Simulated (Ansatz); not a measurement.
# Interaction energy ladder

The pair of HCl (SMILES Cl, atoms 1–2) and HCl (SMILES Cl, atoms 3–4), both closed shells, in one local arrangement (a lower one may exist), relaxed at PBE0-D4/def2-TZVP:

Cl1  (0.151, -0.165, -2.176)
H2  (-0.273, 0.017, -0.976)
Cl3  (-0.552, 0.232, 1.477)
H4  (0.673, -0.085, 1.674)
(Å)

Program: Ansatz 0.2.0. Basis: def2-TZVPPD, with def2-QZVPPD for the basis limit. Cores are frozen in the correlated methods. B3LYP uses VWN-RPA correlation. Extrapolation: Hartree–Fock as exp(−7.88 √X), correlation as X^−2.97. Interaction energies count from these two fragments, frozen as in the pair, with the counterpoise correction; negative means bound.

Q: What is the interaction energy by CCSD(T) at an estimated basis limit (MP2 extrapolated from triple and quadruple zeta, plus CCSD(T) − MP2 in triple zeta)? (An estimate is asked for; the value comes from the calculation.)

A: Computed: -1.87 kcal/mol. Hartree–Fock alone gives -0.09 kcal/mol at the basis limit. It counts from the two fragments frozen as in the pair.

The same quantity by other methods in triple zeta, and each one's difference from that estimate:
| method | E_int (kcal/mol) | difference |
| --- | --- | --- |
| PBE-D4 | -2.53 | -0.66 |
| revPBE-D4 | -2.05 | -0.18 |
| BLYP-D4 | -2.07 | -0.20 |
| r2SCAN-D4 | -2.13 | -0.25 |
| B97M-V | -2.15 | -0.27 |
| PBE0-D4 | -2.26 | -0.39 |
| B3LYP-D4 | -2.08 | -0.20 |
| HSE06-D4 | -2.27 | -0.40 |
| wB97X-V | -1.87 | 0.00 |
| wB97M-V | -1.83 | 0.04 |
| B2PLYP | -1.42 | 0.45 |
| HF | -0.05 | 1.82 |
| MP2 | -1.80 | 0.07 |
| CCSD | -1.20 | 0.67 |
| CCSD(T) | -1.45 | 0.42 |
Differences are method less estimate.

Q: Which atoms make the shortest contact between the fragments?

A: H2 and Cl3, 2.48 Å apart.

Basis-set superposition shift (counterpoise-corrected less uncorrected): CCSD(T) 0.45; MP2 0.43; HF 0.07; PBE0-D4 0.08; wB97M-V 0.06 kcal/mol.

T1 diagnostic: at most 0.007.

For scale, one of the runs: CCSD(T)/def2-TZVPPD, 136 basis functions, launched by `ansatz run in.yaml --threads 2 --pin off --events-out ev --progress --plain --max-ram 5222MiB`. Hardware: 2 CPU threads of an Intel Xeon Platinum 8259CL, shared host. Wall time 5.5 s; peak host memory 0.67 GiB.
